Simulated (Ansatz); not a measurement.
Cost and result up the ladder for Mg(OH)2 (MgO₂H₂) (5 atoms). The state is a singlet with charge 0. Geometry: r2SCAN-D4/def2-TZVP.

```xyz
5

Mg    0.018   -0.009    0.023
O    -1.051   -1.364    0.365
H    -1.664   -2.088    0.361
O     1.128    1.325   -0.266
H     1.570    2.136   -0.483
```

Ansatz on 4 threads of Arm Neoverse N1 on a shared host. Times are rough, and most runs start from the orbitals of an earlier one. ωB97M-V/def2-TZVP serves as the yardstick here, not as an exact answer. Differences are given only for rows in sets of like size (and for xTB, whose basis is part of the method), since another set adds its own error. Binding counts from free atoms at the same level (Mg singlet, O triplet, H doublet; other spins of the atoms weren't run), without zero-point energy or a counterpoise term.

LC-ωPBE has ω = 0.4 bohr⁻¹. B3LYP takes the VWN-RPA correlation. Correlated methods freeze 3 core orbitals; core or outer-core shells of Mg are correlated, in sets that lack core-valence functions.

Correlated methods converge slowly with the basis.

```csv
level,functions,wall time
HF/def2-TZVP,106,0.4 s
PBE-D4/def2-SVP,56,0.45 s
MP2/def2-TZVP,106,0.5 s
PBE0-D4/def2-SVP,56,0.55 s
PBE-D4/def2-TZVP,106,0.7 s
B3LYP-D4/def2-TZVP,106,0.85 s
LC-ωPBE/def2-TZVP,106,0.95 s
CAM-B3LYP-D4/def2-TZVP,106,1 s
PBE0-D4/def2-TZVP (with forces),106,1.3 s
r2SCAN-D4/def2-TZVP,106,1.6 s
ωB97X-V/def2-TZVP,106,2.3 s
ωB97M-V/def2-TZVP,106,2.5 s
CCSD(T)/def2-TZVPP,122,9.5 s
```

Question: Estimate what each level gives for the binding energy per atom (eV).

Answer: 
```csv
level,binding energy per atom (eV),difference from ωB97M-V/def2-TZVP (eV)
HF/def2-TZVP,2.25,-1.14
PBE-D4/def2-SVP,3.47,–
MP2/def2-TZVP,3.44,0.04
PBE0-D4/def2-SVP,3.34,–
PBE-D4/def2-TZVP,3.46,0.06
B3LYP-D4/def2-TZVP,3.38,-0.01
LC-ωPBE/def2-TZVP,3.43,0.04
CAM-B3LYP-D4/def2-TZVP,3.43,0.03
PBE0-D4/def2-TZVP (with forces),3.34,-0.06
r2SCAN-D4/def2-TZVP,3.44,0.05
ωB97X-V/def2-TZVP,3.42,0.02
ωB97M-V/def2-TZVP,3.40,0.00
CCSD(T)/def2-TZVPP,3.33,-0.07
```
